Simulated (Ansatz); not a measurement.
System (SMILES): S (H2S).
Atoms: S1, H2, H3. Bonds: S1-H2, S1-H3.

Basis-set convergence of the harmonic zero-point energy at HF with Ansatz (a first-principles code). Each level at its own minimum, finite differences of forces, unscaled; the reference is a large set that could be run, not a limit. Cartesian d functions, on some or all atoms, in 6-31G*, 6-31G**, 6-311G**; all else is spherical. The program fits the integrals of some runs and decomposes those of others, by size. Core-valence sets carry the plain set on hydrogen. No added dispersion term, no relativity. Reference: the value in pcseg-3, 10.08 kcal/mol, itself unsure by roughly 0.01 kcal/mol (its mean distance from def2-QZVPP, cc-pV(Q+d)Z, aug-pcseg-2). Deviations are taken from unrounded values.

```
basis        functions  harmonic zero-point energy (kcal/mol)  minus reference (kcal/mol)
-----------  ---------  -------------------------------------  --------------------------
STO-3G              11                                  11.73                        1.65
3-21G               17                                   9.45                       -0.62
6-31G               17                                   9.59                       -0.49
6-31G*              23                                  10.32                        0.24
6-31G**             29                                  10.21                        0.14
cc-pV(D+d)Z         33                                  10.11                        0.03
6-311G**            39                                  10.09                        0.01
cc-pV(T+d)Z         67                                  10.07                       -0.01
cc-pCVTZ            87                                  10.07                       -0.01
cc-pV(Q+d)Z        124                                  10.08                        0.01
```

The smallest set listed that lies within 0.1 kcal/mol of the reference with all its larger relatives (same family, alike in diffuse functions; a set with none counts only in the reference's own line) is cc-pV(D+d)Z (33 functions, 0.03 kcal/mol off). Inside, with no larger relative to test it: 6-311G**, cc-pCVTZ.
